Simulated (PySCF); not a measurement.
# Which determinant of NaP lies lowest?

Unrestricted PBE0; basis Na def2-TZVP, P def2-TZVP; no relativity; PySCF 2.14. Outer shells of the fragments: Na 3s1; P 3s2 3p3.

Followed along the bond (rough minima from three points):

```json
{"2Ms+1": "3", "unpaired": "π ↑↑", "⟨S²⟩ at the start": "2.02", "R at minimum (Å)": "2.66", "Te (eV)": "0.00"}
{"2Ms+1": "1", "unpaired": "π ↑↓", "⟨S²⟩ at the start": "1.01", "R at minimum (Å)": "2.65", "Te (eV)": "0.31"}
{"2Ms+1": "3", "unpaired": "σ ↑, π ↑", "⟨S²⟩ at the start": "2.01", "R at minimum (Å)": "2.53", "Te (eV)": "0.69"}
{"2Ms+1": "1", "unpaired": "σ ↓, π ↑", "⟨S²⟩ at the start": "1.01", "R at minimum (Å)": "2.55", "Te (eV)": "1.00"}
{"2Ms+1": "1", "unpaired": "none", "⟨S²⟩ at the start": "0.00", "R at minimum (Å)": "2.64", "Te (eV)": "1.44"}
```

Solutions found at the starting distance of 2.640 Å, counted from the lowest of them; the search is not exhaustive and high or unbound solutions are not listed, so other states can lie among these:

| 2Ms+1 | unpaired | term | E (eV) | ⟨S²⟩ | ⟨Lz²⟩ | μ (D) |
| --- | --- | --- | --- | --- | --- | --- |
| 3 | π ↑↑ | ³Σ⁻ | 0.00 | 2.02 | 0.00 | -7.11 |
| 1 | π ↑↓ | mixed | 0.31 | 1.01 | 2.03 | -7.26 |
| 3 | σ ↑, π ↑ | ³Π | 0.72 | 2.01 | 1.02 | -8.42 |
| 1 | σ ↓, π ↑ | mixed | 1.01 | 1.01 | 1.02 | -8.36 |
| 1 | none | mixed | 1.44 | 0.00 | 2.01 | -7.29 |
| 5 | σ ↑↑, π ↑↑ | ⁵Σ⁻ | 1.88 | 6.00 | 0.00 | 3.46 |

A term symbol is given only where ⟨S²⟩ and ⟨Lz²⟩ are close to those of a pure state; real π, δ and φ orbitals otherwise mix terms. A positive dipole means Na(−)P(+).

Counting both spins, an empty level lies below a filled one in some of these solutions, because spin and occupation are held.
